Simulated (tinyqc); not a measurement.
Worked calculation (part 1 of 2): MP2 on RHF in the sto-6g basis, frozen core, for NH3, spin multiplicity 1. Computed by tinyqc, a small Python program that keeps every step (integrals from PySCF). Settings: charge = 0, multiplicity = 1, basis = sto-6g, method = RHF, frozen orbitals = 1, energy threshold = 1e-10, iteration cap = 75, orthogonalisation = canonical, start = core, DIIS depth = 6. Command: `OMP_NUM_THREADS=1 python tinyqc.py 23335 23336 out.jsonl` (the two numbers bound the seeds that draw the settings). One thread of a shared host (Intel(R) Xeon(R) Processor @ 2.60GHz), about 0.3 s of CPU time with the checks. The early iterations of the SCF are left out here.

## One-electron integrals

Geometry (angstrom):
```
atom,x,y,z
N,0.000000,0.000000,0.179000
H,1.071000,0.000000,0.000000
H,-0.536000,0.928000,0.000000
H,-0.536000,-0.928000,0.000000
```

Basis sto-6g: exponents (1/bohr^2) and contraction coefficients of normalised primitives:
```
element,l (shell),exponent,coefficient
N,s (1),1027.828458,0.009164
N,s (1),188.451223,0.049361
N,s (1),52.721861,0.168538
N,s (1),18.111382,0.370563
N,s (1),7.033180,0.416492
N,s (1),2.896652,0.130334
N,s (2),39.198808,-0.013253
N,s (2),7.758467,-0.046992
N,s (2),2.411326,-0.033785
N,s (2),0.927724,0.250242
N,s (2),0.402911,0.595117
N,s (2),0.184684,0.240706
N,p (3),39.198808,0.003760
N,p (3),7.758467,0.037679
N,p (3),2.411326,0.173897
N,p (3),0.927724,0.418036
N,p (3),0.402911,0.425860
N,p (3),0.184684,0.101708
H,s (1),35.523221,0.009164
H,s (1),6.513144,0.049361
H,s (1),1.822143,0.168538
H,s (1),0.625955,0.370563
H,s (1),0.243077,0.416492
H,s (1),0.100112,0.130334
```

Overlap, kinetic and nuclear-attraction integrals over the contracted functions; the nuclear repulsion is the sum of Za Zb / Rab.

nuclear repulsion = 11.08535380 hartree

overlap S:
```
,1N 1s,1N 2s,1N 2px,1N 2py,1N 2pz,2H 1s,3H 1s,4H 1s
1N 1s,1.000000,0.229416,0.000000,0.000000,0.000000,0.050874,0.050797,0.050797
1N 2s,0.229416,1.000000,0.000000,0.000000,0.000000,0.451130,0.450737,0.450737
1N 2px,0.000000,0.000000,1.000000,0.000000,0.000000,0.407402,-0.203646,-0.203646
1N 2py,0.000000,0.000000,0.000000,1.000000,0.000000,0.000000,0.352581,-0.352581
1N 2pz,0.000000,0.000000,0.000000,0.000000,1.000000,-0.068091,-0.068009,-0.068009
2H 1s,0.050874,0.451130,0.407402,0.000000,-0.068091,1.000000,0.150619,0.150619
3H 1s,0.050797,0.450737,-0.203646,0.352581,-0.068009,0.150619,1.000000,0.150549
4H 1s,0.050797,0.450737,-0.203646,-0.352581,-0.068009,0.150619,0.150549,1.000000
```

kinetic energy T (hartree):
```
,1N 1s,1N 2s,1N 2px,1N 2py,1N 2pz,2H 1s,3H 1s,4H 1s
1N 1s,22.236411,-0.678745,0.000000,0.000000,0.000000,-0.006518,-0.006531,-0.006531
1N 2s,-0.678745,0.632900,0.000000,0.000000,0.000000,0.094494,0.094261,0.094261
1N 2px,0.000000,0.000000,1.901294,0.000000,0.000000,0.231676,-0.115675,-0.115675
1N 2py,0.000000,0.000000,0.000000,1.901294,0.000000,0.000000,0.200273,-0.200273
1N 2pz,0.000000,0.000000,0.000000,0.000000,1.901294,-0.038721,-0.038630,-0.038630
2H 1s,-0.006518,0.094494,0.231676,0.000000,-0.038721,0.768522,-0.009468,-0.009468
3H 1s,-0.006531,0.094261,-0.115675,0.200273,-0.038630,-0.009468,0.768522,-0.009474
4H 1s,-0.006531,0.094261,-0.115675,-0.200273,-0.038630,-0.009468,-0.009474,0.768522
```

nuclear attraction V (hartree):
```
,1N 1s,1N 2s,1N 2px,1N 2py,1N 2pz,2H 1s,3H 1s,4H 1s
1N 1s,-48.134894,-4.982328,-0.000013,0.000000,0.007193,-1.257455,-1.255522,-1.255522
1N 2s,-4.982328,-8.265030,-0.000107,0.000000,0.080438,-3.027136,-3.023875,-3.023875
1N 2px,-0.000013,-0.000107,-8.316629,0.000000,0.000030,-2.489934,1.244307,1.244307
1N 2py,0.000000,0.000000,0.000000,-8.316420,0.000000,0.000000,-2.154335,2.154335
1N 2pz,0.007193,0.080438,0.000030,0.000000,-8.161116,0.436014,0.435391,0.435391
2H 1s,-1.257455,-3.027136,-2.489934,0.000000,0.436014,-5.146205,-0.867152,-0.867152
3H 1s,-1.255522,-3.023875,1.244307,-2.154335,0.435391,-0.867152,-5.144324,-0.866560
4H 1s,-1.255522,-3.023875,1.244307,2.154335,0.435391,-0.867152,-0.866560,-5.144324
```

core Hamiltonian H = T + V (hartree):
```
,1N 1s,1N 2s,1N 2px,1N 2py,1N 2pz,2H 1s,3H 1s,4H 1s
1N 1s,-25.898483,-5.661073,-0.000013,0.000000,0.007193,-1.263973,-1.262052,-1.262052
1N 2s,-5.661073,-7.632130,-0.000107,0.000000,0.080438,-2.932642,-2.929614,-2.929614
1N 2px,-0.000013,-0.000107,-6.415334,0.000000,0.000030,-2.258258,1.128632,1.128632
1N 2py,0.000000,0.000000,0.000000,-6.415126,0.000000,0.000000,-1.954063,1.954063
1N 2pz,0.007193,0.080438,0.000030,0.000000,-6.259822,0.397293,0.396760,0.396760
2H 1s,-1.263973,-2.932642,-2.258258,0.000000,0.397293,-4.377683,-0.876620,-0.876620
3H 1s,-1.262052,-2.929614,1.128632,-1.954063,0.396760,-0.876620,-4.375802,-0.876035
4H 1s,-1.262052,-2.929614,1.128632,1.954063,0.396760,-0.876620,-0.876035,-4.375802
```

## Two-electron integrals

Functions are numbered as in S; the eight-fold symmetry (ij|kl) = (ji|kl) = (kl|ij) leaves the list below.

Two-electron integrals (ij|kl) in chemists' order, unique and non-zero (hartree):
```
i,j,k,l,(ij|kl)
1,1,1,1,4.168742
2,1,1,1,0.583648
2,1,2,1,0.104114
2,2,1,1,0.968487
2,2,2,1,0.214450
2,2,2,2,0.708398
3,1,3,1,0.022075
3,2,3,1,0.033611
3,2,3,2,0.156576
3,3,1,1,0.968488
3,3,2,1,0.214450
3,3,2,2,0.708398
3,3,3,3,0.763241
4,1,4,1,0.022075
4,2,4,1,0.033611
4,2,4,2,0.156576
4,3,4,3,0.041133
4,4,1,1,0.968488
4,4,2,1,0.214450
4,4,2,2,0.708398
4,4,3,3,0.680975
4,4,4,4,0.763241
5,1,5,1,0.022075
5,2,5,1,0.033611
5,2,5,2,0.156576
5,3,5,3,0.041133
5,4,5,4,0.041133
5,5,1,1,0.968488
5,5,2,1,0.214450
5,5,2,2,0.708398
5,5,3,3,0.680975
5,5,4,4,0.680975
5,5,5,5,0.763241
6,1,1,1,0.137853
6,1,2,1,0.023577
6,1,2,2,0.047529
6,1,3,1,0.001304
6,1,3,2,0.002552
6,1,3,3,0.047781
6,1,4,4,0.047397
6,1,5,1,-0.000218
6,1,5,2,-0.000426
6,1,5,3,-0.000064
6,1,5,5,0.047408
6,1,6,1,0.005463
6,2,1,1,0.331340
6,2,2,1,0.074361
6,2,2,2,0.270863
6,2,3,1,0.006580
6,2,3,2,0.048059
6,2,3,3,0.281269
6,2,4,4,0.265438
6,2,5,1,-0.001100
6,2,5,2,-0.008032
6,2,5,3,-0.002646
6,2,5,5,0.265880
6,2,6,1,0.017074
6,2,6,2,0.132077
6,3,1,1,0.257740
6,3,2,1,0.058648
6,3,2,2,0.227151
6,3,3,1,0.012597
6,3,3,2,0.082683
6,3,3,3,0.248429
6,3,4,4,0.216334
6,3,5,1,-0.000753
6,3,5,2,-0.006280
6,3,5,3,-0.003747
6,3,5,5,0.216690
6,3,6,1,0.014089
6,3,6,2,0.133077
6,3,6,3,0.149488
6,4,4,1,0.008093
6,4,4,2,0.045107
6,4,4,3,0.009676
6,4,5,4,-0.001617
6,4,6,4,0.017459
6,5,1,1,-0.043077
6,5,2,1,-0.009802
6,5,2,2,-0.037965
6,5,3,1,-0.000753
6,5,3,2,-0.006280
6,5,3,3,-0.038286
6,5,4,4,-0.036157
6,5,5,1,0.008218
6,5,5,2,0.046157
6,5,5,3,0.010032
6,5,5,5,-0.039451
6,5,6,1,-0.002355
6,5,6,2,-0.022242
6,5,6,3,-0.022066
6,5,6,5,0.021147
6,6,1,1,0.476144
6,6,2,1,0.108829
6,6,2,2,0.451497
6,6,3,1,0.012375
6,6,3,2,0.121931
6,6,3,3,0.491908
6,6,4,4,0.430432
6,6,5,1,-0.002068
6,6,5,2,-0.020379
6,6,5,3,-0.010275
6,6,5,5,0.432149
6,6,6,1,0.025318
6,6,6,2,0.278064
6,6,6,3,0.314288
6,6,6,5,-0.052528
6,6,6,6,0.774999
7,1,1,1,0.137642
7,1,2,1,0.023541
7,1,2,2,0.047456
7,1,3,1,-0.000651
7,1,3,2,-0.001274
7,1,3,3,0.047421
7,1,4,1,0.001128
7,1,4,2,0.002206
7,1,4,3,-0.000166
7,1,4,4,0.047613
7,1,5,1,-0.000217
7,1,5,2,-0.000426
7,1,5,3,0.000032
7,1,5,4,-0.000055
7,1,5,5,0.047336
7,1,6,1,0.005329
7,1,6,2,0.016201
7,1,6,3,0.012476
7,1,6,4,0.000520
7,1,6,5,-0.002236
7,1,6,6,0.023583
7,1,7,1,0.005446
7,2,1,1,0.330974
7,2,2,1,0.074279
7,2,2,2,0.270584
7,2,3,1,-0.003288
7,2,3,2,-0.024016
7,2,3,3,0.269121
7,2,4,1,0.005692
7,2,4,2,0.041580
7,2,4,3,-0.006851
7,2,4,4,0.277025
7,2,5,1,-0.001098
7,2,5,2,-0.008020
7,2,5,3,0.001322
7,2,5,4,-0.002288
7,2,5,5,0.265605
7,2,6,1,0.016207
7,2,6,2,0.098992
7,2,6,3,0.077098
7,2,6,4,0.011407
7,2,6,5,-0.016187
7,2,6,6,0.164782
7,2,7,1,0.017030
7,2,7,2,0.131830
7,3,1,1,-0.128802
7,3,2,1,-0.029308
7,3,2,2,-0.113523
7,3,3,1,0.009208
7,3,3,2,0.054447
7,3,3,3,-0.119380
7,3,4,1,-0.001949
7,3,4,2,-0.016263
7,3,4,3,0.011129
7,3,4,4,-0.112893
7,3,5,1,0.000376
7,3,5,2,0.003137
7,3,5,3,-0.002147
7,3,5,4,0.000921
7,3,5,5,-0.108295
7,3,6,1,-0.005794
7,3,6,2,-0.028698
7,3,6,3,-0.010807
7,3,6,4,-0.002461
7,3,6,5,0.004593
7,3,6,6,-0.037316
7,3,7,1,-0.007030
7,3,7,2,-0.066451
7,3,7,3,0.050404
7,4,1,1,0.223000
7,4,2,1,0.050743
7,4,2,2,0.196547
7,4,3,1,-0.001949
7,4,3,2,-0.016263
7,4,3,3,0.189947
7,4,4,1,0.011457
7,4,4,2,0.073210
7,4,4,3,-0.009611
7,4,4,4,0.212199
7,4,5,1,-0.000651
7,4,5,2,-0.005431
7,4,5,3,0.000921
7,4,5,4,-0.003210
7,4,5,5,0.187496
7,4,6,1,0.011071
7,4,6,2,0.072486
7,4,6,3,0.056071
7,4,6,4,0.020163
7,4,6,5,-0.011615
7,4,6,6,0.121483
7,4,7,1,0.012171
7,4,7,2,0.115050
7,4,7,3,-0.057103
7,4,7,4,0.116287
7,5,1,1,-0.043014
7,5,2,1,-0.009788
7,5,2,2,-0.037912
7,5,3,1,0.000376
7,5,3,2,0.003137
7,5,3,3,-0.036638
7,5,4,1,-0.000651
7,5,4,2,-0.005431
7,5,4,3,0.000921
7,5,4,4,-0.037701
7,5,5,1,0.008207
7,5,5,2,0.046101
7,5,5,3,-0.005013
7,5,5,4,0.008679
7,5,5,5,-0.039395
7,5,6,1,-0.002236
7,5,6,2,-0.016183
7,5,6,3,-0.012347
7,5,6,4,-0.001832
7,5,6,5,0.015006
7,5,6,6,-0.028923
7,5,7,1,-0.002348
7,5,7,2,-0.022192
7,5,7,3,0.011015
7,5,7,4,-0.019070
7,5,7,5,0.021100
7,6,1,1,0.092033
7,6,2,1,0.020766
7,6,2,2,0.079602
7,6,3,1,0.000758
7,6,3,2,0.006115
7,6,3,3,0.080109
7,6,4,1,0.001313
7,6,4,2,0.010602
7,6,4,3,0.000408
7,6,4,4,0.080583
7,6,5,1,-0.000507
7,6,5,2,-0.004091
7,6,5,3,-0.000509
7,6,5,4,-0.000881
7,6,5,5,0.078113
7,6,6,1,0.004677
7,6,6,2,0.035948
7,6,6,3,0.033604
7,6,6,4,0.003815
7,6,6,5,-0.006720
7,6,6,6,0.072861
7,6,7,1,0.004670
7,6,7,2,0.035919
7,6,7,3,-0.013500
7,6,7,4,0.030990
7,6,7,5,-0.006713
7,6,7,6,0.011881
7,7,1,1,0.475883
7,7,2,1,0.108770
7,7,2,2,0.451299
7,7,3,1,-0.006184
7,7,3,2,-0.060951
7,7,3,3,0.445616
7,7,4,1,0.010706
7,7,4,2,0.105527
7,7,4,3,-0.026612
7,7,4,4,0.476319
7,7,5,1,-0.002065
7,7,5,2,-0.020355
7,7,5,3,0.005133
7,7,5,4,-0.008887
7,7,5,5,0.431960
7,7,6,1,0.023606
7,7,6,2,0.164884
7,7,6,3,0.123899
7,7,6,4,0.028466
7,7,6,5,-0.028946
7,7,6,6,0.283501
7,7,7,1,0.025265
7,7,7,2,0.277760
7,7,7,3,-0.157057
7,7,7,4,0.271920
7,7,7,5,-0.052450
7,7,7,6,0.072861
7,7,7,7,0.774999
8,1,1,1,0.137642
8,1,2,1,0.023541
8,1,2,2,0.047456
8,1,3,1,-0.000651
8,1,3,2,-0.001274
8,1,3,3,0.047421
8,1,4,1,-0.001128
8,1,4,2,-0.002206
8,1,4,3,0.000166
8,1,4,4,0.047613
8,1,5,1,-0.000217
8,1,5,2,-0.000426
8,1,5,3,0.000032
8,1,5,4,0.000055
8,1,5,5,0.047336
8,1,6,1,0.005329
8,1,6,2,0.016201
8,1,6,3,0.012476
8,1,6,4,-0.000520
8,1,6,5,-0.002236
8,1,6,6,0.023583
8,1,7,1,0.005321
8,1,7,2,0.016183
8,1,7,3,-0.006684
8,1,7,4,0.010535
8,1,7,5,-0.002232
8,1,7,6,0.004481
8,1,7,7,0.023571
8,1,8,1,0.005446
8,2,1,1,0.330974
8,2,2,1,0.074279
8,2,2,2,0.270584
8,2,3,1,-0.003288
8,2,3,2,-0.024016
8,2,3,3,0.269121
8,2,4,1,-0.005692
8,2,4,2,-0.041580
8,2,4,3,0.006851
8,2,4,4,0.277025
8,2,5,1,-0.001098
8,2,5,2,-0.008020
8,2,5,3,0.001322
8,2,5,4,0.002288
8,2,5,5,0.265605
8,2,6,1,0.016207
8,2,6,2,0.098992
8,2,6,3,0.077098
8,2,6,4,-0.011407
8,2,6,5,-0.016187
8,2,6,6,0.164782
8,2,7,1,0.016183
8,2,7,2,0.098898
8,2,7,3,-0.048409
8,2,7,4,0.061022
8,2,7,5,-0.016166
8,2,7,6,0.028180
8,2,7,7,0.164736
8,2,8,1,0.017030
8,2,8,2,0.131830
8,3,1,1,-0.128802
8,3,2,1,-0.029308
8,3,2,2,-0.113523
8,3,3,1,0.009208
8,3,3,2,0.054447
8,3,3,3,-0.119380
8,3,4,1,0.001949
8,3,4,2,0.016263
8,3,4,3,-0.011129
8,3,4,4,-0.112893
8,3,5,1,0.000376
8,3,5,2,0.003137
8,3,5,3,-0.002147
8,3,5,4,-0.000921
8,3,5,5,-0.108295
8,3,6,1,-0.005794
8,3,6,2,-0.028698
8,3,6,3,-0.010807
8,3,6,4,0.002461
8,3,6,5,0.004593
8,3,6,6,-0.037316
8,3,7,1,-0.006684
8,3,7,2,-0.048409
8,3,7,3,0.035626
8,3,7,4,-0.029255
8,3,7,5,0.007757
8,3,7,6,-0.010454
8,3,7,7,-0.086575
8,3,8,1,-0.007030
8,3,8,2,-0.066451
8,3,8,3,0.050404
8,4,1,1,-0.223000
8,4,2,1,-0.050743
8,4,2,2,-0.196547
8,4,3,1,0.001949
8,4,3,2,0.016263
8,4,3,3,-0.189947
8,4,4,1,0.011457
8,4,4,2,0.073210
8,4,4,3,-0.009611
8,4,4,4,-0.212199
8,4,5,1,0.000651
8,4,5,2,0.005431
8,4,5,3,-0.000921
8,4,5,4,-0.003210
8,4,5,5,-0.187496
8,4,6,1,-0.011071
8,4,6,2,-0.072486
8,4,6,3,-0.056071
8,4,6,4,0.020163
8,4,6,5,0.011615
8,4,6,6,-0.121483
8,4,7,1,-0.010535
8,4,7,2,-0.061022
8,4,7,3,0.029255
8,4,7,4,-0.026255
8,4,7,5,0.009770
8,4,7,6,-0.018095
8,4,7,7,-0.093011
8,4,8,1,-0.012171
8,4,8,2,-0.115050
8,4,8,3,0.057103
8,4,8,4,0.116287
8,5,1,1,-0.043014
8,5,2,1,-0.009788
8,5,2,2,-0.037912
8,5,3,1,0.000376
8,5,3,2,0.003137
8,5,3,3,-0.036638
8,5,4,1,0.000651
8,5,4,2,0.005431
8,5,4,3,-0.000921
8,5,4,4,-0.037701
8,5,5,1,0.008207
8,5,5,2,0.046101
8,5,5,3,-0.005013
8,5,5,4,-0.008679
8,5,5,5,-0.039395
8,5,6,1,-0.002236
8,5,6,2,-0.016183
8,5,6,3,-0.012347
8,5,6,4,0.001832
8,5,6,5,0.015006
8,5,6,6,-0.028923
8,5,7,1,-0.002232
8,5,7,2,-0.016166
8,5,7,3,0.007757
8,5,7,4,-0.009770
8,5,7,5,0.014989
8,5,7,6,-0.005105
8,5,7,7,-0.028912
8,5,8,1,-0.002348
8,5,8,2,-0.022192
8,5,8,3,0.011015
8,5,8,4,0.019070
8,5,8,5,0.021100
8,6,1,1,0.092033
8,6,2,1,0.020766
8,6,2,2,0.079602
8,6,3,1,0.000758
8,6,3,2,0.006115
8,6,3,3,0.080109
8,6,4,1,-0.001313
8,6,4,2,-0.010602
8,6,4,3,-0.000408
8,6,4,4,0.080583
8,6,5,1,-0.000507
8,6,5,2,-0.004091
8,6,5,3,-0.000509
8,6,5,4,0.000881
8,6,5,5,0.078113
8,6,6,1,0.004677
8,6,6,2,0.035948
8,6,6,3,0.033604
8,6,6,4,-0.003815
8,6,6,5,-0.006720
8,6,6,6,0.072861
8,6,7,1,0.004481
8,6,7,2,0.028180
8,6,7,3,-0.010454
8,6,7,4,0.018095
8,6,7,5,-0.005105
8,6,7,6,0.009582
8,6,7,7,0.047016
8,6,8,1,0.004670
8,6,8,2,0.035919
8,6,8,3,-0.013500
8,6,8,4,-0.030990
8,6,8,5,-0.006713
8,6,8,6,0.011881
8,7,1,1,0.091966
8,7,2,1,0.020751
8,7,2,2,0.079550
8,7,3,1,-0.001516
8,7,3,2,-0.012237
8,7,3,3,0.080768
8,7,4,4,0.079821
8,7,5,1,-0.000506
8,7,5,2,-0.004087
8,7,5,3,0.001017
8,7,5,5,0.078061
8,7,6,1,0.004485
8,7,6,2,0.028190
8,7,6,3,0.020896
8,7,6,5,-0.005108
8,7,6,6,0.047000
8,7,7,1,0.004667
8,7,7,2,0.035897
8,7,7,3,-0.020088
8,7,7,4,0.027163
8,7,7,5,-0.006709
8,7,7,6,0.009578
8,7,7,7,0.072821
8,7,8,1,0.004667
8,7,8,2,0.035897
8,7,8,3,-0.020088
8,7,8,4,-0.027163
8,7,8,5,-0.006709
8,7,8,6,0.009578
8,7,8,7,0.011869
8,8,1,1,0.475883
8,8,2,1,0.108770
8,8,2,2,0.451299
8,8,3,1,-0.006184
8,8,3,2,-0.060951
8,8,3,3,0.445616
8,8,4,1,-0.010706
8,8,4,2,-0.105527
8,8,4,3,0.026612
8,8,4,4,0.476319
8,8,5,1,-0.002065
8,8,5,2,-0.020355
8,8,5,3,0.005133
8,8,5,4,0.008887
8,8,5,5,0.431960
8,8,6,1,0.023606
8,8,6,2,0.164884
8,8,6,3,0.123899
8,8,6,4,-0.028466
8,8,6,5,-0.028946
8,8,6,6,0.283501
8,8,7,1,0.023571
8,8,7,2,0.164736
8,8,7,3,-0.086575
8,8,7,4,0.093011
8,8,7,5,-0.028912
8,8,7,6,0.047016
8,8,7,7,0.283458
8,8,8,1,0.025265
8,8,8,2,0.277760
8,8,8,3,-0.157057
8,8,8,4,-0.271920
8,8,8,5,-0.052450
8,8,8,6,0.072861
8,8,8,7,0.072821
8,8,8,8,0.774999
```

## Orthogonalisation

S = U s U^T; canonical form X = U s^(-1/2), so that X^T S X = 1. Each column of U has its largest component positive (the first on a tie).

eigenvalues of S: 0.324792  0.420107  0.420450  0.953147  1.023100  1.429000  1.429251  2.000153

X:
```
,1,2,3,4,5,6,7,8
1N 1s,-0.317031,0.000738,0.000000,0.805481,0.545989,0.000000,-0.000039,0.148257
1N 2s,1.342834,-0.002301,0.000000,-0.075442,0.115212,0.000000,-0.000117,0.444577
1N 2px,0.002177,1.006232,0.000000,-0.000108,-0.000019,0.000000,0.634079,0.000139
1N 2py,0.000000,0.000000,1.005826,0.000000,0.000000,0.634133,0.000000,0.000000
1N 2pz,-0.186379,0.000266,0.000000,-0.583775,0.800873,0.000000,-0.000009,-0.061955
2H 1s,-0.618854,-0.953790,0.000000,-0.133972,-0.090622,0.000000,0.445270,0.303759
3H 1s,-0.615412,0.478603,-0.826655,-0.134021,-0.090646,0.385788,-0.222875,0.303501
4H 1s,-0.615412,0.478603,0.826655,-0.134021,-0.090646,-0.385788,-0.222875,0.303501
```

## Iteration 8 (converged): orbitals

converged F (hartree):
```
,1N 1s,1N 2s,1N 2px,1N 2py,1N 2pz,2H 1s,3H 1s,4H 1s
1N 1s,-15.468810,-3.735315,-0.000008,0.000000,0.012720,-0.833510,-0.832253,-0.832253
1N 2s,-3.735315,-1.783774,-0.000159,0.000000,0.042999,-0.767664,-0.766905,-0.766905
1N 2px,-0.000008,-0.000159,-0.264249,0.000000,0.000044,-0.433687,0.216800,0.216800
1N 2py,0.000000,0.000000,0.000000,-0.263935,0.000000,0.000000,-0.375392,0.375392
1N 2pz,0.012720,0.042999,0.000044,0.000000,-0.304212,0.093207,0.093115,0.093115
2H 1s,-0.833510,-0.767664,-0.433687,0.000000,0.093207,-0.437451,-0.226343,-0.226343
3H 1s,-0.832253,-0.766905,0.216800,-0.375392,0.093115,-0.226343,-0.436823,-0.226158
4H 1s,-0.832253,-0.766905,0.216800,0.375392,0.093115,-0.226343,-0.226158,-0.436823
```

Diagonalise F' = X^T F X, C = X C', fill 5 alpha and 5 beta electrons from the bottom; D = 2 C_occ C_occ^T. Each column has its largest component positive (the first on a tie).

F' = X^T F X (hartree):
```
,1,2,3,4,5,6,7,8
1,0.262634,0.001322,0.000000,1.264151,0.815960,0.000000,0.000143,0.090032
2,0.001322,0.694137,0.000000,-0.003816,-0.002556,0.000000,0.068240,-0.000634
3,0.000000,0.000000,0.693570,0.000000,0.000000,0.068260,0.000000,0.000000
4,1.264151,-0.003816,0.000000,-9.215662,-6.502002,0.000000,0.000653,-3.416989
5,0.815960,-0.002556,0.000000,-6.502002,-5.048177,0.000000,0.000494,-2.508136
6,0.000000,0.000000,0.068260,0.000000,0.000000,-0.536188,0.000000,0.000000
7,0.000143,0.068240,0.000000,0.000653,0.000494,0.000000,-0.536434,0.000209
8,0.090032,-0.000634,0.000000,-3.416989,-2.508136,0.000000,0.000209,-2.291335
```

orbital energies (hartree): MO1 -15.471771, MO2 -1.016233, MO3 -0.540207, MO4 -0.539965, MO5 -0.310528, MO6 0.505988, MO7 0.697348, MO8 0.697914

coefficients C:
```
,MO1,MO2,MO3,MO4,MO5,MO6,MO7,MO8
1N 1s,0.996215,-0.211917,0.000050,0.000000,-0.040848,-0.174276,0.000000,-0.000274
1N 2s,0.018490,0.763358,-0.000302,0.000000,0.218940,1.178484,0.000000,0.002179
1N 2px,0.000003,0.000163,0.577568,0.000000,0.000073,-0.001383,0.000000,1.039700
1N 2py,0.000000,0.000000,0.000000,0.577590,0.000000,0.000000,1.039326,0.000000
1N 2pz,-0.001580,-0.059087,-0.000079,0.000000,0.973790,-0.262690,0.000000,-0.000465
2H 1s,-0.003648,0.165997,0.497353,0.000000,-0.069599,-0.681722,0.000000,-0.929986
3H 1s,-0.003643,0.165761,-0.248841,0.430874,-0.069651,-0.683231,-0.804076,0.463344
4H 1s,-0.003643,0.165761,-0.248841,-0.430874,-0.069651,-0.683231,0.804076,0.463344
```

D after iteration 8:
```
,1N 1s,1N 2s,1N 2px,1N 2py,1N 2pz,2H 1s,3H 1s,4H 1s
1N 1s,2.078042,-0.304582,-0.000012,0.000000,-0.057658,-0.071887,-0.071848,-0.071848
1N 2s,-0.304582,1.261985,-0.000067,0.000000,0.336136,0.222518,0.222587,0.222587
1N 2px,-0.000012,-0.000067,0.667170,0.000000,0.000032,0.574554,-0.287401,-0.287401
1N 2py,0.000000,0.000000,0.000000,0.667221,0.000000,0.000000,0.497737,-0.497737
1N 2pz,-0.057658,0.336136,0.000032,0.000000,1.903521,-0.155234,-0.155188,-0.155188
2H 1s,-0.071887,0.222518,0.574554,0.000000,-0.155234,0.559545,-0.182770,-0.182770
3H 1s,-0.071848,0.222587,-0.287401,0.497737,-0.155188,-0.182770,0.559830,-0.182778
4H 1s,-0.071848,0.222587,-0.287401,-0.497737,-0.155188,-0.182770,-0.182778,0.559830
```

## Convergence

Stop when the energy changes by less than 1e-10 hartree and every element of the error matrix X^T (F D S - S D F) X is below 3e-06.

Course of the cycle:
```
iteration,E (hartree),change,largest element of the error matrix
1,-53.36532428,-,9.29e-01
2,-55.86238432,-2.50e+00,3.07e-01
3,-55.95890715,-9.65e-02,3.26e-02
4,-55.96003728,-1.13e-03,9.15e-03
5,-55.96011206,-7.48e-05,1.55e-03
6,-55.96011757,-5.51e-06,1.79e-04
7,-55.96011764,-7.83e-08,5.19e-06
8,-55.96011764,-2.77e-11,1.79e-07
```

PySCF RHF in the same basis = -55.96011764 hartree

Converged in 8 iterations.
